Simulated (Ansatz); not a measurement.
# H₃O (doublet): wave-function methods side by side at distance O1–H3 along a hydrogen transfer = 1.027 Å, cc-pVTZ

How much of the correlation energy of H₃O (doublet) does each wave-function method recover here?

Computed with Ansatz 0.2.0, Gaussian basis. Level: cc-pVTZ, core rule «outside noble gas», up to 1 orbitals frozen.

Plan: UHF; CCSD(T) on ROHF; CCSD(T) on UHF; BCCD(T) on ROHF; CCSDT(Q) on ROHF; CCSDT(Q) on UHF; CASSCF and MRCISD+Q, 3 electrons in 3 orbitals; CASSCF and NEVPT2, 3 electrons in 3 orbitals; CASSCF and MRCISD+Q, 9 electrons in 7 orbitals; CASSCF and NEVPT2, 9 electrons in 7 orbitals.

## 1. What is computed

The geometry derives from fragments relaxed apart (PBE0/def2-TZVP) and kept rigid, so it is no stationary point. A hydrogen atom is moved between rigid fragments.

4 atoms, charge 0, spin multiplicity 2.

Atoms are counted from 1 here; the program's logs count them from 0.

Bond lengths: O1–H2 0.960 Å, O1–H3 1.027 Å. Angles: H2–O1–H3 105.1°.

## 2. UHF

Input file in.yaml:

```yaml
crystal:
  periodic: [false, false, false]
  atoms:
    - {symbol: O, position_ang: [-0.156553, -0.049094, 0.000000]}
    - {symbol: H, position_ang: [-0.405863, 0.877481, 0.000000]}
    - {symbol: H, position_ang: [0.870447, -0.049094, 0.000000]}
    - {symbol: H, position_ang: [2.020447, -0.049094, 0.000000]}
basis:
  gaussian: {orbitals: cc-pVTZ}
magnetization: {spin_polarized: true, initial_magnetization: 1}
hamiltonian: {xc: hf}
output: {orbitals: {seedname: orbitals}}
```

Run with:

```sh
> ansatz run in.yaml --threads 1 --pin off --events-out ev --progress --plain --max-ram 2816MiB --backend cpu
```

After this run come: CCSD(T) on ROHF; CCSD(T) on UHF; BCCD(T) on ROHF; CCSDT(Q) on ROHF; CCSDT(Q) on UHF; CASSCF and MRCISD+Q, 3 electrons in 3 orbitals; CASSCF and NEVPT2, 3 electrons in 3 orbitals; CASSCF and MRCISD+Q, 9 electrons in 7 orbitals; CASSCF and NEVPT2, 9 electrons in 7 orbitals.

**Question.** What will the summary of the whole plan be? Wanted: UCCSDT(Q) below the RHF energy; RMP2 from UCCSDT(Q); UMP2 from UCCSDT(Q); RCCSD from UCCSDT(Q); RCCSD(T) from UCCSDT(Q); UCCSD(T) from UCCSDT(Q); RCCSDT(Q) from UCCSDT(Q); NEVPT2 pair from UCCSDT(Q); MRCISD+Q pair from UCCSDT(Q).

As calculated:

| quantity | value |
| --- | --- |
| UCCSDT(Q) below the RHF energy | -7.8641 eV |
| RMP2 from UCCSDT(Q) | +43.0 kJ/mol |
| UMP2 from UCCSDT(Q) | +43.4 kJ/mol |
| RCCSD from UCCSDT(Q) | +24.3 kJ/mol |
| RCCSD(T) from UCCSDT(Q) | +1.6 kJ/mol |
| UCCSD(T) from UCCSDT(Q) | +1.6 kJ/mol |
| RCCSDT(Q) from UCCSDT(Q) | +0.1 kJ/mol |
| NEVPT2 pair from UCCSDT(Q) | +44.4 kJ/mol |
| MRCISD+Q pair from UCCSDT(Q) | +11.9 kJ/mol |
| NEVPT2 valence from UCCSDT(Q) | +87.4 kJ/mol |
| levels within 1 kcal/mol (43 meV) | RCCSD(T), UCCSD(T), BCCD(T), RCCSDT, UCCSDT, RCCSDT(Q) |
| T1 diagnostic | 0.021 |
| effectively unpaired electrons | 1.01 |

**Reading.** RCCSD(T) misses by +1.6 kJ/mol, 0.2 % of the correlation energy. One determinant dominates. Of the multireference levels listed MRCISD+Q valence comes nearest in total energy (+7.1 kJ/mol), which doesn't show that its space is the better one. These misses are within one basis, not against nature; the frozen cores of restricted and unrestricted runs differ, which can shift their rows.
